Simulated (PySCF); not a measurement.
## Peak assignment

Bonds: C1-C2 1.532 Å, C2-N3 1.450 Å, C2-C4 1.508 Å, C4-N5 1.254 Å. C1 carries H6, H7, H8; C2 carries H9; N3 carries H10, H11; C4 carries H12; N5 carries H13.

One conformer, in vacuum, rapidly exchanging positions averaged, non-relativistic Hamiltonian. Structure optimised with GFN2-xTB; NMR shieldings at PBE0/pcSseg-1/GIAO; PySCF.

Referencing at the same level of theory: TMS for 13C (σref 186.93), 1H (σref 31.72).

Problem. Assign these signals to the numbered atoms. 13C{1H} NMR (computed): δ 184.0, 58.0, 21.1.

Solution. 
| δ (ppm) | atoms | environment | reason |
| --- | --- | --- | --- |
| 184.0 | C4 | carbon bonded to C, N, H | – |
| 58.0 | C2 | carbon bonded to 2 C, N, H | – |
| 21.1 | C1 | carbon bonded to C, 3 H | – |

Problem. Assign these signals to the numbered atoms. 1H NMR (500 MHz, computed): δ 10.74 (br s, 1H), 8.54 (d, 1H), 3.24 (m, 1H), 1.21 (d, 3H), 0.91 (br s, 2H).

Solution. 
| δ (ppm) | atoms | environment | reason |
| --- | --- | --- | --- |
| 10.74 | H13 | hydrogen on a nitrogen bonded to C | – |
| 8.54 | H12 | hydrogen on a carbon bonded to C, N | – |
| 3.24 | H9 | hydrogen on a carbon bonded to 2 C, N | – |
| 1.21 | H6/H7/H8 | hydrogen on a carbon bonded to C | – |
| 0.91 | H10/H11 | hydrogen on a nitrogen bonded to C | – |

Exchangeable OH/NH protons stand at their gas-phase positions; hydrogen bonding in a real sample shifts them, mostly to higher δ. Shifts are as computed. Against solution values, carbons near 30 ppm lie about +3 ppm off and those near 130 ppm about +5 ppm. Of 1211 compounds with measured shifts, 218 miss one by over three times the rms of a fit or turn the order of signals round; such compounds aren't used in these exercises. No couplings were computed; multiplicities are counted from neighbouring protons, with m where these are inequivalent, close in shift, in a saturated or five-membered ring or joined by F or P, and br s for small geminal =CH2 splittings.
